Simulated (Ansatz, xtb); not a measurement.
## Loss of C2H2: C3H4O → H2CO + C2H2

Species: C3H4O `C#CCO`, singlet; H2CO `C=O`, singlet; C2H2 (acetylene) `C#C`, singlet. 

Shapes, held fixed at every level: PBE0-D4/def2-TZVP. Flexible molecules stand in one conformer, not always the lowest. Programs: Ansatz 0.2.0, xtb 6.7.1. The zero-point and thermal change to 298 K, harmonic and unscaled (PBE0-D4/def2-TZVP), is -15.3 kJ/mol.

```json
{"level": "GFN2-xTB", "kind": "semi-empirical", "ΔH(298 K) (kJ/mol)": "+126.0", "less CCSD(T)/CBS estimate": "+56.2"}
{"level": "HF/def2-TZVPP", "kind": "Hartree–Fock", "ΔH(298 K) (kJ/mol)": "+46.0", "less CCSD(T)/CBS estimate": "-23.8"}
{"level": "SPW92/def2-TZVPP", "kind": "LDA", "ΔH(298 K) (kJ/mol)": "+126.4", "less CCSD(T)/CBS estimate": "+56.6"}
{"level": "wB97M-V/def2-TZVPP", "kind": "range-separated hybrid", "ΔH(298 K) (kJ/mol)": "+73.0", "less CCSD(T)/CBS estimate": "+3.2"}
{"level": "CCSD(T)/def2-SVP", "kind": "coupled cluster or CI", "ΔH(298 K) (kJ/mol)": "+52.8", "less CCSD(T)/CBS estimate": "-17.0"}
{"level": "CCSD/def2-SVP", "kind": "coupled cluster or CI", "ΔH(298 K) (kJ/mol)": "+54.7", "less CCSD(T)/CBS estimate": "-15.1"}
{"level": "CCSD(T)/def2-TZVPP", "kind": "coupled cluster or CI", "ΔH(298 K) (kJ/mol)": "+65.0", "less CCSD(T)/CBS estimate": "-4.8"}
{"level": "CCSD(T)/CBS estimate", "kind": "coupled cluster or CI", "ΔH(298 K) (kJ/mol)": "+69.8", "less CCSD(T)/CBS estimate": "0.0"}
```

The highest level, CCSD(T)/CBS estimate, gives ΔH(298 K) = +69.8 kJ/mol; the levels span +46.0 to +126.4. The column of differences is taken from that level and isn't an error. No measured value is set beside it here. The CBS estimate extrapolates MP2 from def2-TZVPP and def2-QZVPP and adds CCSD(T) − MP2 in the triple-zeta set, cores frozen.
